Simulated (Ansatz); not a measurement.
# CH4N2: the cost of one run

Program: Ansatz 0.2.0. Level of theory: RKS r2SCAN-D4/6-31G*. These are calculated values, not measurements.

### Step 1. The system as given

Bond lengths: N1–C2 1.284 Å, C2–N3 1.317 Å, N1–H4 1.032 Å, C2–H5 1.101 Å, N3–H6 1.039 Å, N3–H7 1.031 Å. Angles: N1–C2–N3 119.5°, N1–C2–H5 125.8°, N3–C2–H5 114.6°, C2–N1–H4 103.4°, C2–N3–H6 118.5°, C2–N3–H7 115.8°, H6–N3–H7 111.3°.

Structure file:

```xyz
7

N    -0.8775   -0.8677   -0.5594
C    -0.2093    0.1753   -0.2219
N     0.9487    0.0349    0.3892
H    -1.7024   -0.4769   -1.0408
H    -0.4978    1.2184   -0.4226
H     1.2390    0.7607    1.0739
H     1.1605   -0.9128    0.7359
```

### Step 2. Relaxing end A

Input file input.yaml:

```yaml
crystal:
  periodic: [false, false, false]
  atoms:
    - { symbol: "N", position_ang: [-0.8775, -0.8677, -0.5594] }
    - { symbol: C, position_ang: [-0.2093, 0.1753, -0.2219] }
    - { symbol: "N", position_ang: [0.9487, 0.0349, 0.3892] }
    - { symbol: H, position_ang: [-1.7024, -0.4769, -1.0408] }
    - { symbol: H, position_ang: [-0.4978, 1.2184, -0.4226] }
    - { symbol: H, position_ang: [1.239, 0.7607, 1.0739] }
    - { symbol: H, position_ang: [1.1605, -0.9128, 0.7359] }
basis:
  gaussian: { orbitals: "6-31G*" }
hamiltonian:
  xc: r2scan
  dispersion: d4
relax:
  f_tol: 0.02
  max_steps: 50
output:
  orbitals: {}
```

Started as:

```console
$ ansatz run input.yaml --threads 1 --pin off --max-ram 2048MiB --backend cpu --events-out ev --progress --plain --runs-dir out
```

**Question.** How long does this run take on 1 thread of Arm Neoverse N1, shared host, and how much memory does it need?

About 33 s, with a peak of 0.11 GiB.
